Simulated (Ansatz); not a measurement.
Input file:

```yaml
crystal:
  periodic: [false, false, false]
  atoms:
    - {symbol: Si, position_ang: [0.000000, -0.066010, 1.277710]}
    - {symbol: Al, position_ang: [0.000000, 0.014356, -1.367591]}
    - {symbol: H, position_ang: [0.000000, 1.455013, 1.006599]}
basis:
  gaussian: {orbitals: cc-pVDZ}
magnetization: {spin_polarized: false, initial_magnetization: 2}
hamiltonian: {xc: {name: PBE}}
correlation: {method: ccsdt_q_b, electrons: outside_noble_gas}
```

```sh
$ ansatz run in.yaml --threads 1 --pin off --events-out ev --progress --plain --max-ram 2393MiB
```

Output:

```
780 factors; integrals over basis functions are off by at most 1.8e-7 eV
mean field evaluation 1: about -14478.4817 eV, gradient 1.5e1 eV
mean field evaluation 2: about -14478.4795 eV, gradient 1.5e1 eV
mean field evaluation 4: about -14480.1099 eV, gradient 5.1e0 eV
mean field evaluation 8: about -14480.2844 eV, gradient 3.3e-1 eV
mean field evaluation 16: about -14480.2852 eV, gradient 8.2e-5 eV
mean field evaluation 32: about -14478.3271 eV, gradient 3.3e-2 eV
mean field evaluation 64: about -14472.0350 eV, gradient 1.1e1 eV
mean field -14480.28520115 eV, -532.1406660524 hartree, gradient 6.2e-6 eV, S^2 2.000000; 6 other end points of the search recorded, 0 dependent functions left out
mean field evaluation 96: about -14458.0146 eV, gradient 7.0e0 eV
10 core orbitals not correlated: weight in the atoms' cores, before any rotation towards them, 1.000 or more for the frozen orbitals, at most 0.000 for the correlated occupied ones
reference -14458.29225140 eV, -531.3324400566 hartree; 5, 3 occupied and 26, 28 virtual orbitals, 780 factors
second order -3.56748795 eV of doubles, -0.27737108 eV of singles
cycle   1  -4.30236077 eV  change   -4.6e-1 eV  update   9.3e-2
cycle   2  -4.58242577 eV  change   -2.8e-1 eV  update   5.0e-2
cycle   3  -4.78824551 eV  change   -2.1e-1 eV  update   2.4e-2
cycle   4  -4.78506224 eV  change    3.2e-3 eV  update   7.7e-3
cycle   5  -4.78807047 eV  change   -3.0e-3 eV  update   4.8e-3
cycle   6  -4.79031234 eV  change   -2.2e-3 eV  update   2.0e-3
cycle   7  -4.78958920 eV  change    7.2e-4 eV  update   1.2e-3
cycle   8  -4.78969497 eV  change   -1.1e-4 eV  update   6.7e-4
cycle   9  -4.79019852 eV  change   -5.0e-4 eV  update   3.1e-4
cycle  10  -4.78993154 eV  change    2.7e-4 eV  update   1.6e-4
cycle  11  -4.78988079 eV  change    5.1e-5 eV  update   9.2e-5
cycle  12  -4.78988257 eV  change   -1.8e-6 eV  update   4.8e-5
cycle  13  -4.78992259 eV  change   -4.0e-5 eV  update   2.7e-5
cycle  14  -4.78994347 eV  change   -2.1e-5 eV  update   1.4e-5
cycle  15  -4.78994654 eV  change   -3.1e-6 eV  update   7.5e-6
cycle  16  -4.78994207 eV  change    4.5e-6 eV  update   4.4e-6
cycle  17  -4.78994091 eV  change    1.2e-6 eV  update   2.4e-6
cycle  18  -4.78994080 eV  change    1.2e-7 eV  update   1.4e-6
cycle  19  -4.78994086 eV  change   -6.1e-8 eV  update   7.9e-7
perturbative correction -0.01495621 eV, -0.0005496306 hartree
Total energy: -14463.09714847 eV, -531.5090167669 hartree
```

Ran on 1 thread of Intel Xeon 6975P-C, shared host: 8.5 s wall, 0.22 GiB peak host memory.
